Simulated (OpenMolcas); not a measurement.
# BHCl2 (SMILES [H]B(Cl)Cl): a chain of runs

We compute the energy (UHF/STO-3G), then the energy (CASSCF(2,2)/STO-3G), then the energy (CASPT2(2,2)/STO-3G), then the energy (SC-NEVPT2(2,2)/STO-3G), then a single-point energy (MRCI(2,2)/STO-3G) of BHCl2. 

Program for the calculation: OpenMolcas 26.06.

3 further runs of the same task are left out: 3 that didn't finish.

## Step 1: Starting point

BHCl2 has 4 atoms, charge 0, and is taken as a singlet. SMILES: `[H]B(Cl)Cl`. The B1–Cl2 distance was set to 4.253 Å, away from the relaxed value. At this shape a bond of the SMILES string is far longer than usual.

Bond lengths: B1–Cl3 1.702 Å, B1–H4 1.173 Å. Angles: Cl3–B1–H4 119.9°.

## Step 2: A single-point energy at UHF/STO-3G (run 1)

step1.input reads:

```
&GATEWAY
BASLIB=$CurrDir
BASISSET
B.STO-3G....
B1 -2.618294 -0.062234 -0.015970 angstrom
End of Basis
BASISSET
Cl.STO-3G....
Cl2 1.633390 -0.145760 0.012580 angstrom
Cl3 -3.444564 1.425436 -0.034620 angstrom
End of Basis
BASISSET
H.STO-3G....
H4 -3.223604 -1.067094 -0.013380 angstrom
End of Basis
&SEWARD
&SCF
UHF
SCRAMBLE=0.25
PRORBITALS=1 1
```

The basis set STO-3G is read from a file made from the Basis Set Exchange's data (not shown).

Started as:

```sh
$ export MOLCAS_MEM=1860
$ pymolcas step1.input > step1.log
```

The program printed:

```text
--- Start Module: gateway ---
[...]
--- Stop Module: gateway /rc=_RC_ALL_IS_WELL_ ---
--- Start Module: seward ---
[...]
      Basis functions           24
--- Stop Module: seward /rc=_RC_ALL_IS_WELL_ ---
--- Start Module: scf ---
[...]
       Convergence after  28 Iterations
[...]
::    Total SCF energy                               -934.0155705130
[...]
      Total spin, S                                     0.6189379639
[...]
      Total electronic charge=   40.000000
      Total            charge=   -0.000000
[...]
      Dipole Moment (debye):
      Origin of the operator (angstrom)=   -1.1642    0.5245   -0.0117
                   X=  7.7182E-01               Y= -1.1848E+00               Z=  1.6137E-02           Total=  1.4141E+00
      Quadrupole Moment (debye*angstrom):
[...]
--- Stop Module: scf /rc=_RC_ALL_IS_WELL_ ---
[...]
```

Run time: 2.1 s. Hardware: 1 thread of Arm Neoverse V1, shared host; peak memory 0.37 GiB.

## Step 3: A single-point energy at CASSCF(2,2)/STO-3G (run 2)

step2.input reads:

```
&gateway
  baslib=$CurrDir
  basisset
  B.STO-3G....
  B1 -2.618294 -0.062234 -0.015970 angstrom
  End of Basis
  basisset
  Cl.STO-3G....
  Cl2 1.633390 -0.145760 0.012580 angstrom
  Cl3 -3.444564 1.425436 -0.034620 angstrom
  End of Basis
  basisset
  H.STO-3G....
  H4 -3.223604 -1.067094 -0.013380 angstrom
  End of Basis

&seward

&rasscf
  fileorb=$CurrDir/step1.UnaOrb
  spin=1
  nactel=2 0 0
  inactive=19
  ras2=2
  orblisting=Nothing
```

The basis set STO-3G is read from a file made from the Basis Set Exchange's data (not shown).

Started as:

```sh
$ export MOLCAS_MEM=1860
$ pymolcas step2.input > step2.log
```

The program printed:

```text
--- Start Module: gateway ---
[...]
--- Stop Module: gateway /rc=_RC_ALL_IS_WELL_ ---
--- Start Module: seward ---
[...]
      Basis functions           24
--- Stop Module: seward /rc=_RC_ALL_IS_WELL_ ---
--- Start Module: rasscf ---
[...]
      Number of active orbitals                  2
[...]
      Spin quantum number                      0.0
[...]
      Active orbitals                            2
[...]
      Number of CSFs                             3
[...]
      Number of root(s) required                 1
[...]
      Convergence after  7 iterations
[...]
      printout of CI-coefficients larger than  0.05 for root  1
      energy=    -934.015171
      conf/sym  11     Coeff  Weight
             1  20  -0.72367 0.52370
             3  02   0.69014 0.47630
      Natural orbitals and occupation numbers for root  1
      sym 1:   1.047408   0.952592
      ************************************************************************************************************************
      *                                                    Final results                                                     *
[...]
::    RASSCF root number  1 Total energy:   -934.01517067
[...]
      Total electronic charge=   40.000000
      Total            charge=   -0.000000
[...]
      Dipole Moment (debye):
      Origin of the operator (angstrom)=   -1.1642    0.5245   -0.0117
                   X=  7.6577E-01               Y= -1.1942E+00               Z=  1.6171E-02           Total=  1.4187E+00
      Quadrupole Moment (debye*angstrom):
[...]
--- Stop Module: rasscf /rc=_RC_ALL_IS_WELL_ ---
[...]
```

Run time: 1.6 s. Hardware: 1 thread of Arm Neoverse V1, shared host; peak memory 0.37 GiB.

## Step 4: A single-point energy at CASPT2(2,2)/STO-3G (run 3)

step3.input reads:

```
>>> EXPORT MOLCAS_PRINT=2

&GATEWAY
  BasLib = $CurrDir
  BasisSet
  B.STO-3G....
  B1 -2.618294 -0.062234 -0.015970 angstrom
  End of Basis
  BasisSet
  Cl.STO-3G....
  Cl2 1.633390 -0.145760 0.012580 angstrom
  Cl3 -3.444564 1.425436 -0.034620 angstrom
  End of Basis
  BasisSet
  H.STO-3G....
  H4 -3.223604 -1.067094 -0.013380 angstrom
  End of Basis

&SEWARD

&RASSCF
  FileOrb = $CurrDir/step2.RasOrb
  Spin = 1
  Nactel = 2 0 0
  Inactive = 19
  Ras2 = 2
  OrbListing = Nothing

&CASPT2
  Imaginary = 0.1
  Frozen = 11
```

The basis set STO-3G is read from a file made from the Basis Set Exchange's data (not shown).

Started as:

```sh
$ export MOLCAS_MEM=1860
$ pymolcas step3.input > step3.log
```

The program printed:

```text
--- Start Module: gateway ---
[...]
--- Stop Module: gateway /rc=_RC_ALL_IS_WELL_ ---
[...]
      Basis functions           24
[...]
--- Start Module: rasscf ---
[...]
      Number of active orbitals                  2
[...]
      Spin quantum number                      0.0
[...]
      Active orbitals                            2
[...]
      Number of CSFs                             3
[...]
      Number of root(s) required                 1
[...]
      Convergence after  4 iterations
[...]
      printout of CI-coefficients larger than  0.05 for root  1
      energy=    -934.015171
      conf/sym  11     Coeff  Weight
             1  20  -0.72367 0.52370
             3  02   0.69014 0.47630
      Natural orbitals and occupation numbers for root  1
      sym 1:   1.047409   0.952591
      ************************************************************************************************************************
      *                                                    Final results                                                     *
[...]
::    RASSCF root number  1 Total energy:   -934.01517068
[...]
      Total electronic charge=   40.000000
      Total            charge=   -0.000000
[...]
      Dipole Moment (debye):
      Origin of the operator (angstrom)=   -1.1642    0.5245   -0.0117
                   X=  7.6567E-01               Y= -1.1942E+00               Z=  1.6170E-02           Total=  1.4187E+00
      Quadrupole Moment (debye*angstrom):
[...]
--- Stop Module: rasscf /rc=_RC_ALL_IS_WELL_ ---
--- Start Module: caspt2 ---
[...]
      E2 (Variational):          -0.0324153008
      Total energy:            -934.0475859808
[...]
      Reference weight:           0.98364
[...]
::    CASPT2 Root  1     Total energy:   -934.04758598
[...]
--- Stop Module: caspt2 /rc=_RC_ALL_IS_WELL_ ---
[...]
```

Wall time 1.7 s (1 thread of Arm Neoverse V1, shared host); peak memory 0.37 GiB.

## Step 5: A single-point energy at SC-NEVPT2(2,2)/STO-3G (run 4)

step4.inp reads:

```
>>> EXPORT MOLCAS_PRINT=2

&GATEWAY
 BasLib=$CurrDir
 BasisSet
 B.STO-3G....
 B1 -2.618294 -0.062234 -0.015970 angstrom
 End of Basis
 BasisSet
 Cl.STO-3G....
 Cl2 1.633390 -0.145760 0.012580 angstrom
 Cl3 -3.444564 1.425436 -0.034620 angstrom
 End of Basis
 BasisSet
 H.STO-3G....
 H4 -3.223604 -1.067094 -0.013380 angstrom
 End of Basis

&SEWARD

&RASSCF
 FileOrb=$CurrDir/step2.RasOrb
 Spin=1
 Nactel=2 0 0
 Inactive=19
 Ras2=2
 OrbListing=Nothing

&CASPT2
 SC-NEVPT2
 Frozen=11
```

The basis set STO-3G is read from a file made from the Basis Set Exchange's data (not shown).

Started as:

```sh
$ export MOLCAS_MEM=1860
$ pymolcas step4.inp > step4.log
```

The program printed:

```text
--- Start Module: gateway ---
[...]
--- Stop Module: gateway /rc=_RC_ALL_IS_WELL_ ---
[...]
      Basis functions           24
[...]
--- Start Module: rasscf ---
[...]
      Number of active orbitals                  2
[...]
      Spin quantum number                      0.0
[...]
      Active orbitals                            2
[...]
      Number of CSFs                             3
[...]
      Number of root(s) required                 1
[...]
      Convergence after  4 iterations
[...]
      printout of CI-coefficients larger than  0.05 for root  1
      energy=    -934.015171
      conf/sym  11     Coeff  Weight
             1  20  -0.72367 0.52370
             3  02   0.69014 0.47630
      Natural orbitals and occupation numbers for root  1
      sym 1:   1.047409   0.952591
      ************************************************************************************************************************
      *                                                    Final results                                                     *
[...]
::    RASSCF root number  1 Total energy:   -934.01517068
[...]
      Total electronic charge=   40.000000
      Total            charge=   -0.000000
[...]
      Dipole Moment (debye):
      Origin of the operator (angstrom)=   -1.1642    0.5245   -0.0117
                   X=  7.6567E-01               Y= -1.1942E+00               Z=  1.6170E-02           Total=  1.4187E+00
      Quadrupole Moment (debye*angstrom):
[...]
--- Stop Module: rasscf /rc=_RC_ALL_IS_WELL_ ---
--- Start Module: caspt2 ---
[...]
      E2 (Variational):          -0.0318450062
[...]
      E2 (Variational):          -0.0318432767
      Total energy:            -934.0470139566
[...]
      Reference weight:           0.98409
[...]
::    SC-NEVPT2 Root  1     Total energy:   -934.04701396
[...]
--- Stop Module: caspt2 /rc=_RC_ALL_IS_WELL_ ---
[...]
```

It took 1.7 s on 1 thread of Arm Neoverse V1, shared host; peak memory 0.37 GiB.

## Step 6: A single-point energy at MRCI(2,2)/STO-3G (run 5)

step5.input reads:

```
* BCl2H MRCI
>>> EXPORT MOLCAS_PRINT=2

&GATEWAY
  BASLIB=$CurrDir
  BASISSET
  B.STO-3G....
  B1 -2.618294 -0.062234 -0.015970 angstrom
  End of Basis
  BASISSET
  Cl.STO-3G....
  Cl2 1.633390 -0.145760 0.012580 angstrom
  Cl3 -3.444564 1.425436 -0.034620 angstrom
  End of Basis
  BASISSET
  H.STO-3G....
  H4 -3.223604 -1.067094 -0.013380 angstrom
  End of Basis

&SEWARD

&RASSCF
  FILEORB=$CurrDir/step2.RasOrb
  SPIN=1
  NACTEL=2 0 0
  INACTIVE=19
  RAS2=2
  ORBLISTING=Nothing

&MOTRA
  LUMORB
  FROZEN=11

&GUGA
  ELECTRONS=18
  SPIN=1
  INACTIVE=8
  ACTIVE=2
  CIALL=1

&MRCI
  SDCI
```

The basis set STO-3G is read from a file made from the Basis Set Exchange's data (not shown).

Started as:

```sh
$ export MOLCAS_MEM=1860
$ pymolcas step5.input > step5.log
```

The program printed:

```text
--- Start Module: gateway ---
[...]
--- Stop Module: gateway /rc=_RC_ALL_IS_WELL_ ---
[...]
      Basis functions           24
[...]
      Number of active orbitals                  2
[...]
      Spin quantum number                      0.0
[...]
      Active orbitals                            2
[...]
      Number of CSFs                             3
[...]
      Number of root(s) required                 1
[...]
      Convergence after  4 iterations
[...]
      printout of CI-coefficients larger than  0.05 for root  1
      energy=    -934.015171
      conf/sym  11     Coeff  Weight
             1  20  -0.72367 0.52370
             3  02   0.69014 0.47630
      Natural orbitals and occupation numbers for root  1
      sym 1:   1.047409   0.952591
      ************************************************************************************************************************
      *                                                    Final results                                                     *
[...]
::    RASSCF root number  1 Total energy:   -934.01517068
[...]
      Dipole Moment (debye):
      Origin of the operator (angstrom)=   -1.1642    0.5245   -0.0117
                   X=  7.6567E-01               Y= -1.1942E+00               Z=  1.6170E-02           Total=  1.4187E+00
      Quadrupole Moment (debye*angstrom):
[...]
--- Start Module: guga ---
[...]
--- Stop Module: guga /rc=_RC_ALL_IS_WELL_ ---
[...]
       (But an ACPF correction will be computed)
       USE THE DEFAULT ACPF G-VALUE GFAC=  0.11111111111111110
[...]
                      CI ENERGY:  -934.05852770
[...]
                ACPF CORRECTION:    -0.00137959
[...]
      Total electronic charge=   40.000000
      Total            charge=    0.000000
[...]
     ACPF CORRECTION:     -0.00137959
[...]
  CI State   1     Total energy:   -934.05852770     QDav:     -0.00155824     QACPF:     -0.00137959
[...]
```

It took 1.9 s on 1 thread of Arm Neoverse V1, shared host; peak memory 0.37 GiB.

## Step 7: Outcome

| quantity | value |
| --- | --- |
| run 1, UHF/STO-3G: total energy | -934.01557 Eh |
| run 1, UHF/STO-3G: dipole moment | 1.41 D |
| run 1, UHF/STO-3G: HOMO energy | -8.45 eV |
| run 1, UHF/STO-3G: LUMO energy | 1.57 eV |
| run 1, UHF/STO-3G: HOMO–LUMO gap | 10.02 eV |
| run 1, UHF/STO-3G: ⟨S²⟩ | 1.002 |
| run 2, CASSCF(2,2)/STO-3G: total energy | -934.01517 Eh |
| run 2, CASSCF(2,2)/STO-3G: dipole moment (CASSCF density) | 1.42 D |
| run 3, CASPT2(2,2)/STO-3G: total energy | -934.04759 Eh |
| run 3, CASPT2(2,2)/STO-3G: dipole moment (CASSCF density) | 1.42 D |
| run 4, SC-NEVPT2(2,2)/STO-3G: total energy | -934.04701 Eh |
| run 4, SC-NEVPT2(2,2)/STO-3G: dipole moment (CASSCF density) | 1.42 D |
| run 5, MRCI(2,2)/STO-3G: total energy | -934.05853 Eh |
| run 5, MRCI(2,2)/STO-3G: dipole moment (CASSCF density) | 1.42 D |

What this shows: ⟨S²⟩ (run 1, UHF/STO-3G) is 1.00 where a pure singlet has 0.00: the reference is spin-contaminated. Mulliken charges (run 4, SC-NEVPT2(2,2)/STO-3G) of the CASSCF density run from -0.22 on Cl3 to +0.26 on B1; they depend strongly on the basis. Mulliken charges (run 5, MRCI(2,2)/STO-3G) of the CASSCF density run from -0.22 on Cl3 to +0.26 on B1; they depend strongly on the basis.
